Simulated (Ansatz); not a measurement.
[Cl···H···Si], triplet along the distance Cl1-H2

Starting geometry:

```xyz
3

Cl    0.0000    0.0000   -1.5969
H     0.0000    0.0000   -0.3181
Si    0.0000    0.0000    1.9151
```

From there H2 is moved from one fragment to the other while all else, the fragments' distance too, stays fixed; atoms are numbered as listed. Energies are in eV, counted from the starting geometry at the same level. Kohn–Sham curves are unrestricted where that lies lower.

Basis cc-pVTZ; Ansatz 0.2.0. Only valence electrons are correlated (noble-gas cores frozen). R marks a restricted (for open shells ROHF) determinant, U an unrestricted one.

A value is left out where its run failed or describes another state than the reference as far as symmetry and spin tell, or, spin-broken singlets apart, can't be checked.

Full CI isn't at hand for all of this; UCCSDT(Q) serves as the reference, and is uncertain by about the last step of the cluster series.

```tsv
distance Cl1-H2 (Å)	UCCSDT(Q)	PBE	r2SCAN	B3LYP	r2SCAN0	wB97M-V	B2PLYP	RPA-PBE
1.279	0.000	0.000	0.000	0.000	0.000	0.000	0.000	0.000
1.392	0.091	-0.025	0.009	0.017	0.048	0.058	0.054	0.093
1.619	0.575	–	0.340	0.340	0.450	0.486	0.456	0.543
1.845	0.888	0.504	0.590	0.546	0.721	0.766	0.717	0.788
2.072	1.211	0.900	0.957	0.857	1.070	1.093	1.044	1.060
```
